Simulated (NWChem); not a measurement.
Program: NWChem. System: C2H6S, charge 1, spin multiplicity 2, at the geometry of a parent with another charge or spin, in a state set for the comparison that need not be this species' ground state. Its SCF solution wasn't tested for a lower state. Level: UMP2/def2-SVPD, 7 core orbitals frozen.

Job file:

```
start mol
memory heap 200 mb stack 900 mb global 1100 mb
charge 1
geometry units angstroms nocenter noautoz noautosym
  C     -1.469748     0.765669    -0.249632
  C     -0.538656    -0.415248    -0.442504
  S      1.063152    -0.260850     0.411064
  H     -2.438964     0.582172    -0.741529
  H     -1.044273     1.684362    -0.683125
  H     -1.652816     0.954002     0.818557
  H     -0.976315    -1.332601    -0.018146
  H     -0.360656    -0.619458    -1.509669
  H      1.513021     0.802597    -0.290303
end
basis spherical
  * library def2-svpd
end
scf
  uhf
  nopen 1
  maxiter 100
  thresh 1e-7
  semidirect memsize 60000000 filesize 0
  # guess.movecs holds the orbitals of an unrestricted PBE0 run
  vectors input guess.movecs output mol.movecs
end
mp2
  freeze core 7
end
task mp2 energy
```

NWChem printed:

```
             Northwest Computational Chemistry Package (NWChem) 7.3.0
             --------------------------------------------------------

                                NWChem Input Module
                                -------------------

 Scaling coordinates for geometry "geometry" by  1.889725989
 (inverse scale =  0.529177249)

                             Geometry "geometry" -> ""
                             -------------------------

 Output coordinates in angstroms (scale by  1.889725989 to convert to a.u.)

  No.       Tag          Charge          X              Y              Z
 ---- ---------------- ---------- -------------- -------------- --------------
    1 C                    6.0000    -1.46974800     0.76566900    -0.24963200
    2 C                    6.0000    -0.53865600    -0.41524800    -0.44250400
    3 S                   16.0000     1.06315200    -0.26085000     0.41106400
    4 H                    1.0000    -2.43896400     0.58217200    -0.74152900
    5 H                    1.0000    -1.04427300     1.68436200    -0.68312500
    6 H                    1.0000    -1.65281600     0.95400200     0.81855700
    7 H                    1.0000    -0.97631500    -1.33260100    -0.01814600
    8 H                    1.0000    -0.36065600    -0.61945800    -1.50966900
    9 H                    1.0000     1.51302100     0.80259700    -0.29030300

 Effective nuclear repulsion energy (a.u.)     107.0573940610

            Nuclear Dipole moment (a.u.)
            ----------------------------
        X                 Y               Z
 ---------------- ---------------- ----------------
     0.0000094486     0.0000000000    -0.0000132281


 Summary of "ao basis" -> "" (spherical)
 ------------------------------------------------------------------------------
       Tag                 Description            Shells   Functions and Types
 ---------------- ------------------------------  ------  ---------------------
 *                         def2-svpd                  on all atoms

 Summary of "ao basis" -> "ao basis" (spherical)
 ------------------------------------------------------------------------------
       Tag                 Description            Shells   Functions and Types
 ---------------- ------------------------------  ------  ---------------------
 C                         def2-svpd                 8       20   4s2p2d
 S                         def2-svpd                11       27   5s4p2d
 H                         def2-svpd                 4        8   2s2p

                                 NWChem SCF Module
                                 -----------------

  ao basis        = "ao basis"
  functions       =   115
  atoms           =     9
  alpha electrons =    17
  beta  electrons =    16
  charge          =   1.00
  wavefunction    = UHF
  use symmetry    = F
  symmetry adapt  = F

 Summary of "ao basis" -> "ao basis" (spherical)
 ------------------------------------------------------------------------------
       Tag                 Description            Shells   Functions and Types
 ---------------- ------------------------------  ------  ---------------------
 C                         def2-svpd                 8       20   4s2p2d
 S                         def2-svpd                11       27   5s4p2d
 H                         def2-svpd                 4        8   2s2p

 Forming initial guess at       0.1s

 Starting SCF solution at       0.1s

 ----------------------------------------------
         Quadratically convergent UHF

 Convergence threshold     :          1.000E-07
 Maximum no. of iterations :          100
 Integral*density screening:          1.000E-09
 ----------------------------------------------

              iter       energy          gnorm     gmax       time
             ----- ------------------- --------- --------- --------
                 1     -476.2643716104  4.10D-01  5.73D-02      2.7
                 2     -476.2820262116  2.78D-02  8.23D-03      3.9
                 3     -476.2823919899  1.01D-03  3.42D-04      5.8
                 4     -476.2823928106  1.69D-06  3.17D-07      9.9
                 5     -476.2823928106  9.58D-09  3.48D-09     12.8

       Final UHF  results
       ------------------

         Total SCF energy =   -476.282392810578
      One electron energy =   -858.625815573887
      Two electron energy =    275.286028702271
 Nuclear repulsion energy =    107.057394061038

                       Sz =      0.5000
                 Sz(Sz+1) =      0.7500
                      S^2 =      0.7643

        Time for solution =     12.8s

          Final alpha eigenvalues
          -----------------------

              1
    1  -92.2825
    2  -11.5012
    3  -11.4295
    4   -9.3110
    5   -7.0125
    6   -6.9943
    7   -6.9923
    8   -1.3526
    9   -1.1987
   10   -1.0434
   11   -0.8793
   12   -0.8221
   13   -0.8104
   14   -0.7615
   15   -0.7138
   16   -0.7069
   17   -0.6990
   18   -0.1033
   19   -0.0825
   20   -0.0501
   21   -0.0497
   22   -0.0374
   23   -0.0124
   24    0.0039
   25    0.0122
   26    0.0152
   27    0.0455

          Final beta eigenvalues
          ----------------------

              1
    1  -92.2723
    2  -11.5026
    3  -11.4283
    4   -9.2999
    5   -6.9876
    6   -6.9868
    7   -6.9698
    8   -1.3022
    9   -1.1608
   10   -1.0332
   11   -0.8656
   12   -0.8111
   13   -0.7855
   14   -0.7376
   15   -0.7034
   16   -0.6962
   17   -0.2547
   18   -0.0983
   19   -0.0768
   20   -0.0487
   21   -0.0387
   22   -0.0260
   23    0.0050
   24    0.0116
   25    0.0194
[...]
   100      0.203884  8 H  s                 49      0.179876  3 S  px
    51      0.174541  3 S  pz                10      0.151868  1 C  pz

 Vector   17  Occ=0.000000D+00  E=-2.547229D-01
              MO Center=  1.0D+00, -2.2D-01,  3.4D-01, r^2= 2.2D+00
   Bfn.  Coefficient  Atom+Function         Bfn.  Coefficient  Atom+Function
  ----- ------------  ---------------      ----- ------------  ---------------
    54      0.392433  3 S  pz                53      0.364341  3 S  py
    51      0.251351  3 S  pz                52     -0.246740  3 S  px
    50      0.232349  3 S  py                49     -0.159290  3 S  px

 Vector   18  Occ=0.000000D+00  E=-9.828273D-02
              MO Center=  8.6D-01,  2.7D-02, -1.9D-01, r^2= 5.9D+00
   Bfn.  Coefficient  Atom+Function         Bfn.  Coefficient  Atom+Function
  ----- ------------  ---------------      ----- ------------  ---------------
    45      1.416904  3 S  s                 93     -0.497487  7 H  s
     3      0.472966  1 C  s                 24     -0.469197  2 C  s
    77     -0.440832  5 H  s                 55     -0.389499  3 S  px
    57     -0.368936  3 S  pz                 4      0.325748  1 C  s
    52     -0.298874  3 S  px               109     -0.256297  9 H  s

 Vector   19  Occ=0.000000D+00  E=-7.677245D-02
              MO Center=  2.2D+00,  2.5D-01,  5.7D-01, r^2= 6.7D+00
   Bfn.  Coefficient  Atom+Function         Bfn.  Coefficient  Atom+Function
  ----- ------------  ---------------      ----- ------------  ---------------
    55      1.010421  3 S  px                23      0.817410  2 C  s
   109     -0.539055  9 H  s                 45      0.507863  3 S  s
     4      0.449710  1 C  s                 56      0.401686  3 S  py
    44     -0.369957  3 S  s                 85     -0.354456  6 H  s
    52      0.313307  3 S  px                28      0.309083  2 C  px

 center of mass
 --------------
 x =   0.14904473 y =  -0.06239005 z =   0.07293783

 moments of inertia (a.u.)
 ------------------
         109.436290808251          76.983874509519         -79.809221224969
          76.983874509519         324.579056304670          12.546916333971
         -79.809221224969          12.546916333971         344.813623844122

  Mulliken analysis of the total density
  --------------------------------------

    Atom       Charge   Shell Charges
 -----------   ------   -------------------------------------------------------
    1 C    6     5.88   1.99  0.87 -0.11  0.04  2.04  0.95  0.04  0.06
    2 C    6     6.49   1.99  0.90  0.12 -0.00  1.99  1.32  0.05  0.13
    3 S   16    15.79   2.00  1.99  1.30  0.54 -0.00  5.93  1.66  2.17  0.09  0.09  0.03
    4 H    1     0.84   0.73  0.05  0.03  0.03
    5 H    1     0.92   0.75  0.09  0.03  0.05
    6 H    1     0.90   0.75  0.08  0.03  0.05
    7 H    1     0.79   0.73 -0.03  0.02  0.06
    8 H    1     0.78   0.73 -0.03  0.02  0.05
    9 H    1     0.61   0.68 -0.06  0.03 -0.04

  Mulliken analysis of the alpha density
  --------------------------------------

    Atom       Charge   Shell Charges
 -----------   ------   -------------------------------------------------------
    1 C    6     2.96   0.99  0.44 -0.06  0.02  1.03  0.48  0.02  0.03
    2 C    6     3.15   0.99  0.45  0.05  0.00  0.98  0.62  0.02  0.04
    3 S   16     8.50   1.00  1.00  0.66  0.31 -0.01  2.97  1.05  1.41  0.06  0.04  0.01
    4 H    1     0.42   0.37  0.03  0.01  0.02
    5 H    1     0.46   0.37  0.04  0.01  0.03
    6 H    1     0.45   0.37  0.04  0.01  0.02
    7 H    1     0.39   0.37 -0.01  0.01  0.03
    8 H    1     0.41   0.38 -0.00  0.01  0.02
    9 H    1     0.26   0.32 -0.05  0.02 -0.03

   Mulliken analysis of the beta density
   -------------------------------------

    Atom       Charge   Shell Charges
 -----------   ------   -------------------------------------------------------
    1 C    6     2.92   0.99  0.43 -0.05  0.02  1.01  0.47  0.02  0.03
    2 C    6     3.34   0.99  0.45  0.07 -0.01  1.01  0.70  0.02  0.10
    3 S   16     7.29   1.00  1.00  0.64  0.22  0.01  2.96  0.61  0.76  0.03  0.04  0.01
    4 H    1     0.42   0.37  0.02  0.01  0.02
    5 H    1     0.46   0.38  0.05  0.01  0.03
    6 H    1     0.45   0.37  0.04  0.01  0.03
    7 H    1     0.39   0.37 -0.01  0.01  0.03
    8 H    1     0.37   0.35 -0.02  0.01  0.03
    9 H    1     0.35   0.36 -0.01  0.01 -0.01

   Mulliken analysis of the spin density
   -------------------------------------

    Atom       Charge   Shell Charges
 -----------   ------   -------------------------------------------------------
    1 C    6     0.03   0.00  0.01 -0.00 -0.01  0.02  0.01  0.00  0.00
    2 C    6    -0.18  -0.00 -0.01 -0.02  0.01 -0.03 -0.08  0.00 -0.06
    3 S   16     1.21   0.00  0.00  0.02  0.09 -0.02  0.01  0.44  0.64  0.03  0.00  0.00
    4 H    1     0.00   0.00  0.00  0.00 -0.00
    5 H    1    -0.00  -0.00 -0.00  0.00  0.00
    6 H    1    -0.01  -0.00 -0.00  0.00 -0.00
    7 H    1    -0.00   0.00 -0.00 -0.00 -0.00
    8 H    1     0.04   0.02  0.02  0.00 -0.00
    9 H    1    -0.10  -0.04 -0.04  0.00 -0.03

       Multipole analysis of the density wrt the origin
       ------------------------------------------------

     L   x y z        total         alpha         beta         nuclear
     -   - - -        -----         -----         ----         -------
     0   0 0 0      1.000000    -17.000000    -16.000000     34.000000

     1   1 0 0      0.593032     -0.668554      1.261576      0.000009
     1   0 1 0     -0.005206      0.209501     -0.214707      0.000000
     1   0 0 1     -0.187680     -0.433914      0.246248     -0.000013

     2   2 0 0    -12.213067    -90.753944    -85.477679    164.018556
     2   1 1 0      0.360731     22.113785     20.613993    -42.367048
     2   1 0 1      0.758311    -21.399812    -20.394171     42.552295
     2   0 2 0    -16.358902    -31.368508    -29.737965     44.747572
     2   0 1 1     -0.063857      2.917118      3.571917     -6.552892
     2   0 0 2    -16.927765    -24.439186    -22.137696     29.649117

                   NWChem MP2 Semi-direct Energy/Gradient Module
                   ---------------------------------------------

  Basis functions       =    115
  Molecular orbitals    =    115
  Frozen core           =      7
  Frozen virtuals       =      0
  Active alpha occupied =     10
  Active beta occupied  =      9
  Active alpha virtual  =     98
  Active beta virtual   =     99
  Use MO symmetry       = F
  Use skeleton AO sym   = F

  AO/Fock/Back tols     =   1.0D-09  1.0D-09  1.0D-09

 GA uses MA = F    GA memory limited = T

 Available:
  local mem=  1.26D+08
 global mem=  1.44D+08
 local disk=  0.00D+00
  mp2_memr nvloc                    98
  nvloc new                    98
   1 passes of  10:        3145728                      51969                  22153829.
   1 passes of  10: M    126152729           G      144152750           F     123007001.

 Semi-direct pass number   1 of   1  for UHF alpha       at       13.0s
  vrange nnbf                  6642
  mp2_eaftype                    84  avail_ma_in_mb                  1099
 EAF : mp2_eaftype filesize          84   11076914.
  mp2_eaf for mointskh                     84
Node 0 wrote     52.1 Mb in      0.0 s     Agg I/O rate:  1085.8 Mb/s
 Done moints_semi at       18.0s
  mp2_eaftype                    84  avail_ma_in_mb                  1015
 EAF : mp2_eaftype filesize          84   11076914.
  mp2_eaf for kh                    84
 Done maket at       18.4s
 Done multipass loop at       18.4s

 GA uses MA = F    GA memory limited = T

 Available:
  local mem=  1.26D+08
 global mem=  1.44D+08
 local disk=  0.00D+00
  mp2_memr nvloc                    99
  nvloc new                    99
   1 passes of   9:        3145728                      49699                  20143960.
   1 passes of   9: M    126152729           G      144152750           F     123007001.

 Semi-direct pass number   1 of   1  for UHF beta        at       18.4s
  vrange nnbf                  6642
  mp2_eaftype                    76  avail_ma_in_mb                  1099
 EAF : mp2_eaftype filesize          76   10071980.
  mp2_eaf for mointskh                     76
Node 0 wrote     47.3 Mb in      0.1 s     Agg I/O rate:   650.1 Mb/s
 Done moints_semi at       23.4s
  mp2_eaftype                    76  avail_ma_in_mb                  1023
 EAF : mp2_eaftype filesize          76   10071980.
  mp2_eaf for kh                    76
 Done maket at       23.7s
 Done multipass loop at       23.7s

          -------------------------------------------
          SCF energy                -476.282392810578
          Correlation energy          -0.415404065887
          Singlet pairs                0.000000000000
          Triplet pairs                0.000000000000
          Total MP2 energy          -476.697796876465
          -------------------------------------------

          ---------------------------------------------------
                    Spin Component Scaled (SCS) MP2
          Same spin pairs                     -0.092209066434
          Same spin scaling factor             0.333333333333
          Opposite spin pairs                 -0.323194999454
          Opposite spin scaling fact.          1.200000000000
          SCS-MP2 correlation energy          -0.418570354822
          Total SCS-MP2 energy              -476.700963165400
          ---------------------------------------------------

 -----------------------
 Performance information
 -----------------------

 Timer overhead =  1.36D-07 seconds/call

               Nr. of calls         CPU time (s)                 Wall time (s)                GFlops
             ---------------    -------------------     ------------------------------   -------------------
Name         Min   Avg   Max    Min     Avg     Max     Min     Avg     Max   Mx/calls   Min     Max     Sum
mp2: moin     2     2     2    10.     10.     10.      10.     10.     10.     5.0      0.0     0.0     0.0
mp2: make     2     2     2   0.70    0.70    0.70     0.70    0.70    0.70    0.35      0.0     0.0     0.0
mp2: tota     1     1     1    11.     11.     11.      11.     11.     11.     11.      0.0     0.0     0.0

 The average no. of pstat calls per process was 5.00D+00
 with a timing overhead of 6.80D-07s

 Task  times  cpu:       23.7s     wall:       23.7s

 Total times  cpu:       23.7s     wall:       23.7s
```
